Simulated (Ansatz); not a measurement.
Species, as SMILES: ClO (OH-Cl).
Atoms: O1, H2, Cl3. Bonds: O1-H2, O1-Cl3.

Basis-set convergence of the lowest harmonic wavenumber at PBE with Ansatz (a first-principles code). Each level at its own minimum, finite differences of forces, unscaled; the reference is a large set that could be run, not a limit. Cartesian d functions, on some or all atoms, in 6-31+G*, 6-311+G**; all else is spherical. The program fits the integrals of some runs and decomposes those of others, by size. No added dispersion term, no relativity. Reference: the value in aug-pcseg-2, 723 cm⁻¹, itself unsure by roughly 2 cm⁻¹ (its mean distance from aug-cc-pV(T+d)Z, def2-TZVPPD). Deviations are taken from unrounded values.

```csv
basis,functions
pcseg-0,24
pcseg-1,37
cc-pV(D+d)Z,42
6-31+G*,44
6-311+G**,59
"6-311++G(2d,2p)",72
pcseg-2,78
cc-pV(T+d)Z,83
"6-311++G(3df,3pd)",104
```

Which is the smallest set listed that can be trusted to 10 cm⁻¹ here, that is, within that of the reference together with its larger relatives (same family, alike in diffuse functions; a set with none to test it counts only in the reference's own line)?

Of the sets listed that have larger relatives (same family, alike in diffuse functions), none stays within 10 cm⁻¹ of the reference together with them. Inside, with no larger relative to test it: pcseg-2, cc-pV(T+d)Z, 6-311++G(3df,3pd). Value minus reference: pcseg-0 -57, pcseg-1 -31, cc-pV(D+d)Z -24, 6-31+G* -25, 6-311+G** -42, 6-311++G(2d,2p) -22, pcseg-2 -2, cc-pV(T+d)Z -1, 6-311++G(3df,3pd) -3 cm⁻¹.
